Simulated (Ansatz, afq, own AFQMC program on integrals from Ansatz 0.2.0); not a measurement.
# CH$_{2}$Si, singlet: AFQMC among the cluster methods

```xyz
4

Si    0.0000    0.0000    0.5957
C     0.0000    0.0000   -1.1063
H     0.0000   -0.9093   -1.7078
H     0.0000    0.9093   -1.7078
```

Connectivity, by distances: Si–CH2.

Basis cc-pVDZ. Noble-gas cores (and the filled d shells of Ga–Kr and In–Xe) are frozen. AFQMC by an in-house program on the Cholesky factors that Ansatz 0.2.0 writes for its CCSD(T) run. ph-AFQMC/CISD is guided by a CISD state made of CCSD amplitudes; releasing the constraint for a short imaginary time cuts its bias at the price of noise, slowly where states lie close. Free projection: walkers drawn from exp(T), propagated without any constraint. Its projection time is finite, and what remains of the start isn't in its error. Error bars are statistical, one sigma.

Determinant: UHF, the one that the program's search chose, which needn't be the lowest solution. The geometry is a point of a scan.

No full CI on the walks' own integrals is used here; CCSDT(Q) serves as the reference and is uncertain by about the last step of the cluster series.

Cautions: an unrestricted solution with more broken spin lies lower (43 meV, ⟨S²⟩ 0.25), while this determinant keeps restricted orbitals.

The T1 diagnostic is 0.0157 and the weight of the determinant in the CISD state is 0.861. The ⟨S²⟩ of the determinant is 0.000 and the size of the correlated space is 10 electrons in 36 orbitals.

```csv
level,correlation energy (eV)
MP2,-5.8627
CCSD,-6.6656
CCSD(T),-6.9258
```

Problem. Estimate where AFQMC with the constraint released lies against CCSD(T) on the same integrals.

Solution. 1.8 ± 2.1 kJ/mol below CCSD(T). The gap is under twice the noise, so this walk alone can't tell the two apart.

Reference: CCSDT(Q), correlation energy -6.973 eV. The released energy is read at 2.40 1/Eh (meV from the phaseless value at times in 1/Eh: -4 ± 17 at 0.24, 18 ± 15 at 0.51, 3 ± 17 at 0.99, 7 ± 23 at 1.62, 28 ± 22 at 2.40).

```csv
level,E − E(reference) (kJ/mol),share of correlation (%)
CCSD(T),4.6,99.32
CCSDT,2.2,99.68
ph-AFQMC/CISD,0.1 ± 1.7,99.99
released AFQMC,2.8 ± 2.1,99.58
free AFQMC,1.9 ± 1.7,99.71
```

Free projections are given only where their last times agree within the noise and don't stop above the reference; a slow remainder of the start can still hide under it. A walk keeps the symmetry of its determinant, which the program's search chose and which needn't be the lowest solution, so a lower state of the same spin and another symmetry isn't excluded. Released energies are given only where the last usable release times agree within the noise; a slower fall can still hide under it.
